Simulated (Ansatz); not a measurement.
Cost and result up the ladder for cyclo-(PH)3 (P₃H₃) (6 atoms). Total charge 0; singlet. Geometry: PBE0-D4/def2-TZVP.

```xyz
6

P     0.722    0.182    1.077
P    -1.188    0.551    0.006
P     0.614   -0.045   -1.110
H     0.523   -1.207    1.308
H    -1.681   -0.780    0.071
H     1.010    1.300   -1.351
```

Ansatz on 2 threads of Arm Neoverse V2 on a shared host. Times are rough, and most runs start from the orbitals of an earlier one. ωB97X-V/def2-TZVP serves as the yardstick here, not as an exact answer. Differences are given only for rows in sets of like size (and for xTB, whose basis is part of the method), since another set adds its own error. Binding counts from free atoms at the same level (P quartet, H doublet; other spins of the atoms weren't run), without zero-point energy or a counterpoise term.

B3LYP takes the VWN-RPA correlation. Correlated methods freeze 15 core orbitals.

Correlated methods converge slowly with the basis.

```csv
level,functions,binding energy per atom (eV),difference from ωB97X-V/def2-TZVP (eV)
HF/def2-TZVP (with forces),129,1.64,-1.21
revPBE-D4/def2-TZVP,129,2.80,-0.05
MP2/def2-TZVP,129,2.53,-0.33
r2SCAN-D4/def2-TZVP,129,2.77,-0.08
PBE-D4/def2-TZVP,129,2.85,0.00
B97M-V/def2-TZVP,129,2.88,0.03
ωB97X-V/def2-TZVP,129,2.85,0.00
HF/STO-3G,30,2.10,–
PBE0-D4/def2-TZVP,129,2.78,-0.08
CCSD(T)/def2-TZVPP,168,2.61,-0.25
PBE0-D4/def2-SVP,69,2.70,–
PBE-D4/def2-SVP,69,2.78,–
BHLYP-D4/def2-TZVP,129,2.69,-0.16
B3LYP-D4/def2-TZVP,129,2.80,-0.05
```

Estimate how long each takes.

HF/STO-3G 0.1 s; PBE-D4/def2-SVP 0.65 s; PBE0-D4/def2-SVP 0.8 s; MP2/def2-TZVP 0.95 s; PBE-D4/def2-TZVP 1.2 s; revPBE-D4/def2-TZVP 1.2 s; HF/def2-TZVP (with forces) 1.3 s; B3LYP-D4/def2-TZVP 1.4 s; BHLYP-D4/def2-TZVP 1.5 s; PBE0-D4/def2-TZVP 1.6 s; r2SCAN-D4/def2-TZVP 2.7 s; ωB97X-V/def2-TZVP 3.6 s; B97M-V/def2-TZVP 5.5 s; CCSD(T)/def2-TZVPP 15 s. On shared hardware such times vary by a factor of up to 3.
